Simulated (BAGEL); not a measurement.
**BHCl2 (SMILES [H]B(Cl)Cl) at FCI/STO-3G (density fitting with qzvpp-jkfit)**

Aim: the energy change on altering one bond length of BHCl2 at FCI/STO-3G (density fitting with qzvpp-jkfit), from 2 runs. 

The calculation is run with BAGEL 1.2.2.

1 further run of the same task is left out (set aside as unsound or not needed).

## Step 1: The structure to begin with

BHCl2: 4 atoms, total charge 0, spin state singlet. As SMILES, `[H]B(Cl)Cl`. The shape is that of a GFN2-xTB optimisation.

Bond lengths: B1–Cl2 1.701 Å, B1–Cl3 1.702 Å, B1–H4 1.173 Å. Angles: Cl2–B1–Cl3 120.2°, Cl2–B1–H4 119.9°, Cl3–B1–H4 119.9°.

## Step 2: The energy at FCI/STO-3G (density fitting with qzvpp-jkfit)

Input file job.json:

```json
{ "bagel": [

{
  "title": "molecule",
  "basis": "sto-3g",
  "df_basis": "qzvpp-jkfit",
  "angstrom": true,
  "geometry": [
    { "atom": "B", "xyz": [   -0.067270,   -0.112350,    0.001160 ] },
    { "atom": "Cl", "xyz": [    1.633390,   -0.145760,    0.012580 ] },
    { "atom": "Cl", "xyz": [   -0.893540,    1.375320,   -0.017490 ] },
    { "atom": "H", "xyz": [   -0.672580,   -1.117210,    0.003750 ] }
  ]
},
{ "title": "hf" },
{ "title": "fci", "nstate": 1, "ncore": 11 }

]}
```

Command:

```sh
BAGEL_NUM_THREADS=1 BAGEL job.json > job.out
```

Output:

```text
* using 1 threads per process

  ===============================================================
  ===============================================================

  *** Geometry ***

  { "atom" : "B", "xyz" : [     -0.127122,     -0.212311,      0.002192 ] },
  { "atom" : "Cl", "xyz" : [      3.086660,     -0.275446,      0.023773 ] },
  { "atom" : "Cl", "xyz" : [     -1.688546,      2.598978,     -0.033051 ] },
  { "atom" : "H", "xyz" : [     -1.270992,     -2.111221,      0.007086 ] },

  Number of auxiliary basis functions:      349

  Since a DF basis is specified, we compute 2- and 3-index integrals:
    o Being stored without compression. Storage requirement is 0.002 GB

  Number of basis functions:       24
  Number of electrons      :       40

    * METHOD: MOLECULE                             0.09

  *** RHF ***

  === Nuclear Repulsion ===
   114.1678531993

      * DIIS with orbital gradients will be used.

  === RHF iteration (sto-3g) ===
      0       -934.09636810          0.01781020           0.01
      1       -934.17316980          0.00479101           0.01
      2       -934.17832230          0.00082049           0.01
      3       -934.17857022          0.00006564           0.01
      4       -934.17857189          0.00001967           0.01
      5       -934.17857208          0.00000365           0.01
      6       -934.17857208          0.00000026           0.01
      7       -934.17857208          0.00000004           0.01
      8       -934.17857208          0.00000001           0.01
    * SCF iteration converged.

    * Permanent dipole moment:
           (    0.242709,     0.406213,    -0.002884) a.u.

    * METHOD: HF                                   0.15

  ---------------------------
        FCI calculation
  ---------------------------

  Performs exactly the same way as Knowles & Handy 1984 CPL

  o alpha-beta strings
      length:          1430
  o size of the space
      determinant space:  511225
      spin-adapted space: 143143

  o single displacement lists (alpha)
      length:         32175
  o single displacement lists (beta)
      length:         32175

     guess   0:   closed 111111111....        open .............

  === FCI iteration ===

      0  0      -934.17857208     4.65e-04      1.41
      1  0      -934.23756237     1.96e-04      1.36
      2  0      -934.24523298     7.84e-05      1.35
      3  0      -934.24642909     3.20e-05      1.37
      4  0      -934.24656505     1.27e-05      1.34
      5  0      -934.24659143     5.58e-06      1.31
      6  0      -934.24659539     1.99e-06      1.33
      7  0      -934.24659593     7.72e-07      1.31
      8  0      -934.24659600     2.42e-07      1.34
      9  0      -934.24659601     8.62e-08      1.32
     10  0      -934.24659601     2.94e-08      1.34
     11  0      -934.24659601     1.12e-08      1.37
     12  0      -934.24659601     4.32e-09      1.43
     13  0      -934.24659601     1.67e-09      1.41
     14  0      -934.24659601     5.79e-10      1.39
     15  0      -934.24659601     1.95e-10      1.40
     16  0 *    -934.24659601     7.00e-11      1.30

     * ci vector, state   0, <S^2> = 0.0000
       222222222....     0.9753876332

    * METHOD: FCI                                 23.54

  ===============================================================
```

It took 24 s on 1 thread of Intel Xeon Platinum 8259CL at 2.50GHz (Skylake/Cascade Lake), shared host; peak memory 0.88 GiB.

## Step 3: The distorted shape

Input file job.json:

```json
{ "bagel" : [

{
  "title" : "molecule",
  "basis" : "sto-3g",
  "df_basis" : "qzvpp-jkfit",
  "angstrom" : true,
  "geometry" : [
    { "atom" : "B", "xyz" : [    0.023548,    0.038414,    0.000771 ] },
    { "atom" : "Cl", "xyz" : [    1.724208,    0.005004,    0.012191 ] },
    { "atom" : "Cl", "xyz" : [   -0.802722,    1.526084,   -0.017879 ] },
    { "atom" : "H", "xyz" : [   -0.672580,   -1.117210,    0.003750 ] }
  ]
},
{
  "title" : "hf"
},
{
  "title" : "fci",
  "nstate" : 1,
  "ncore" : 11
}

]}
```

Command:

```sh
BAGEL_NUM_THREADS=1 BAGEL job.json > job.out
```

Output:

```text
* using 1 threads per process

  ===============================================================
  ===============================================================

  *** Geometry ***

  { "atom" : "B", "xyz" : [      0.044499,      0.072592,      0.001457 ] },
  { "atom" : "Cl", "xyz" : [      3.258281,      0.009456,      0.023038 ] },
  { "atom" : "Cl", "xyz" : [     -1.516925,      2.883881,     -0.033786 ] },
  { "atom" : "H", "xyz" : [     -1.270992,     -2.111221,      0.007086 ] },

  Number of auxiliary basis functions:      349

  Since a DF basis is specified, we compute 2- and 3-index integrals:
    o Being stored without compression. Storage requirement is 0.002 GB

  Number of basis functions:       24
  Number of electrons      :       40

    * METHOD: MOLECULE                             0.10

  *** RHF ***

  === Nuclear Repulsion ===
   113.4817790024

      * DIIS with orbital gradients will be used.

  === RHF iteration (sto-3g) ===
      0       -934.07591650          0.01845805           0.01
      1       -934.15417298          0.00530872           0.01
      2       -934.16019594          0.00086202           0.01
      3       -934.16047215          0.00006264           0.01
      4       -934.16047365          0.00001779           0.01
      5       -934.16047380          0.00000358           0.01
      6       -934.16047380          0.00000031           0.01
      7       -934.16047380          0.00000004           0.01
      8       -934.16047380          0.00000000           0.01
    * SCF iteration converged.

    * Permanent dipole moment:
           (    0.237298,     0.397211,    -0.002838) a.u.

    * METHOD: HF                                   0.15

  ---------------------------
        FCI calculation
  ---------------------------

  Performs exactly the same way as Knowles & Handy 1984 CPL

  o alpha-beta strings
      length:          1430
  o size of the space
      determinant space:  511225
      spin-adapted space: 143143

  o single displacement lists (alpha)
      length:         32175
  o single displacement lists (beta)
      length:         32175

     guess   0:   closed 111111111....        open .............

  === FCI iteration ===

      0  0      -934.16047380     4.72e-04      1.41
      1  0      -934.22477019     2.03e-04      1.33
      2  0      -934.23313709     8.38e-05      1.34
      3  0      -934.23454274     3.38e-05      1.32
      4  0      -934.23469719     1.39e-05      1.34
      5  0      -934.23472995     6.06e-06      1.33
      6  0      -934.23473459     2.28e-06      1.35
      7  0      -934.23473533     9.32e-07      1.36
      8  0      -934.23473543     3.07e-07      1.35
      9  0      -934.23473544     1.13e-07      1.35
     10  0      -934.23473544     4.07e-08      1.38
     11  0      -934.23473544     1.58e-08      1.35
     12  0      -934.23473544     5.71e-09      1.36
     13  0      -934.23473544     2.12e-09      1.35
     14  0      -934.23473544     8.01e-10      1.36
     15  0      -934.23473544     3.03e-10      1.36
     16  0      -934.23473544     1.10e-10      1.36
     17  0 *    -934.23473544     4.02e-11      1.26

     * ci vector, state   0, <S^2> = 0.0000
       222222222....    -0.9719737088

    * METHOD: FCI                                 24.73

  ===============================================================
```

Wall time 25 s (1 thread of Intel Xeon Platinum 8259CL at 2.50GHz (Skylake/Cascade Lake), shared host); peak memory 0.89 GiB.

## Step 4: Outcome

At FCI/STO-3G (density fitting with qzvpp-jkfit), 11 core orbitals frozen:

| quantity | value |
| --- | --- |
| first shape: total energy | -934.24660 Eh |
| distorted shape: total energy | -934.23474 Eh |
| energy change with the B1–H4 bond stretched from 1.173 to 1.349 Å | 0.323 eV |

**Reading.** With the B1–H4 bond stretched from 1.173 to 1.349 Å the energy rises by 0.32 eV (7.4 kcal/mol). The first shape isn't relaxed at this level, so the change isn't measured from a minimum. The minimal basis adds a large error of its own.
